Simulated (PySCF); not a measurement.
**Exact simulation of a proton spin system**

Molecule: isobutyronitrile (CC(C)C#N, C$_{4}$H$_{7}$N).

Geometry:
| atom | x (Å) | y (Å) | z (Å) |
| --- | --- | --- | --- |
| C1 | 1.233 | -0.595 | -0.002 |
| C2 | 0.036 | 0.299 | -0.326 |
| C3 | -1.300 | -0.371 | -0.001 |
| C4 | 0.152 | 1.584 | 0.369 |
| N5 | 0.246 | 2.591 | 0.933 |
| H6 | 1.252 | -0.849 | 1.069 |
| H7 | 1.166 | -1.532 | -0.575 |
| H8 | 2.183 | -0.103 | -0.254 |
| H9 | 0.056 | 0.536 | -1.405 |
| H10 | -2.150 | 0.272 | -0.270 |
| H11 | -1.389 | -1.314 | -0.560 |
| H12 | -1.370 | -0.600 | 1.073 |

Calculated, not measured (PySCF): PBE0-D3(BJ)/def2-SVP geometry, GIAO CAM-B3LYP/pcSseg-2 shieldings, couplings computed with B3LYP/pcJ-1 (spin–dipole term only in couplings to heteroatoms). A single conformation, no relativistic terms, isolated molecule, fast rotation and ring inversion assumed for equivalent nuclei.

δ = σ(ref) − σ, references computed at the same level: 1H (σ = 31.34 ppm) vs TMS.

Shifts (ppm): H6/H7/H8/H10/H11/H12 1.24, H9 2.44.
Couplings (Hz): H6–H7, H6–H8, H7–H8, H10–H11, H10–H12, H11–H12: -14.0; H6–H9, H7–H9, H8–H9, H9–H10, H9–H11, H9–H12: 7.9; H6–H10, H6–H11, H6–H12, H7–H10, H7–H11, H7–H12 …: 0.1.

The 7-spin Hamiltonian (Zeeman plus full scalar coupling among like nuclei) was diagonalised exactly; lines are Lorentzian, 0.7 Hz wide, and the maxima above 3 % are listed with the tallest set to 100.

Question: Give the 1H peak list of this spin system at 80 MHz.

Answer: 
Hz from δ = 0 (height): 204.6 (3), 203.4 (6), 197.2 (4), 195.8 (7), 195.3 (5), 189.1 (4), 187.7 (8), 180.2 (5), 102.9 (100), 95.2 (76)

Question: And at 700 MHz?

Answer: 
```json
{"Hz": "1716.0", "ppm": "2.451", "height": "7"}
{"Hz": "1708.1", "ppm": "2.440", "height": "10"}
{"Hz": "1700.2", "ppm": "2.429", "height": "7"}
{"Hz": "1692.3", "ppm": "2.418", "height": "3"}
{"Hz": "872.0", "ppm": "1.246", "height": "100"}
{"Hz": "864.1", "ppm": "1.234", "height": "98"}
```

Question: Among coupled protons with different shifts, which pair is furthest from first order, and how does the field change that?

Answer: H6 and H9: Δν/J is about 12.2 at 80 MHz (close to first order) and 106.3 at 700 MHz (close to first order). J in Hz doesn't depend on the field, while Δν in Hz grows in proportion to it.

Unscaled 3J(H,H) at this level run about 10 % above measured values.
